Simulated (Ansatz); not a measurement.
The input, for Ansatz 0.2.0:

```yaml
crystal:
  periodic: [false, false, false]
  atoms:
    - {symbol: B, position_ang: [-0.133697, 0.025553, 1.578290]}
    - {symbol: Na, position_ang: [0.010721, 0.025553, -0.876324]}
    - {symbol: H, position_ang: [0.809264, -1.969974, 1.515323]}
    - {symbol: H, position_ang: [0.380200, 1.113077, 1.543974]}
basis:
  gaussian: {orbitals: 6-31G}
correlation: {active_space: {window: {electrons: 4, orbitals: 4}}}
accuracy: high
magnetization: {spin_polarized: true, initial_magnetization: 2}
```

```sh
$ ansatz run in.yaml --threads 1 --pin off --events-out ev --progress --plain --max-ram 2393MiB
```

One thing in this input was set wrong on purpose, beside settings that are merely unusual. What is the gravest fault, and what does the program do?

Active space on unrestricted orbitals. How the run ends: refused.
```
Error: invalid value for `correlation.active_space`: it starts from restricted Hartree–Fock orbitals; set hamiltonian.xc: hf without magnetization.spin_polarized
```
